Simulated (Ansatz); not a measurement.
Process, species as SMILES: [CH]=C=O → [CH-]=C=O (an electron is taken up)

Quantity: adiabatic electron affinity (0 K, with zero-point energies), in eV. Positive where the reaction releases energy. Conventions: open shells spin-unrestricted; 6-311+G** with 5d; non-relativistic; 6-31G* and kin with 6d, 5d where marked; LANL2DZ all-electron up to Ne; spin-orbit terms left out. First-principles rows: single points at B3LYP-D3(BJ) geometries (Ansatz, a first-principles code), with unscaled harmonic terms from B3LYP/6-31G* at its own minima. Sets without +, aug- or the D of def2-TZVPD hold no diffuse functions, which anions need. A UHF reference is markedly spin-contaminated in at least one set, which strains HF and MP2.

| level | program | adiabatic electron affinity (0 K, with zero-point energies) (eV) |
|---|---|---|
| HF/STO-3G | Ansatz | -4.10 |
| HF/3-21G | Ansatz | 0.34 |
| HF/LANL2DZ | Ansatz | 1.07 |
| HF/6-31G* | Ansatz | 0.42 |
| HF/6-311+G** | Ansatz | 1.02 |

No value to compare with is used here. The 5 habitual levels span -4.10 (HF/STO-3G) to 1.07 eV (HF/LANL2DZ).

The sets are all those run for this method; runs whose electronic state is in doubt are left out.
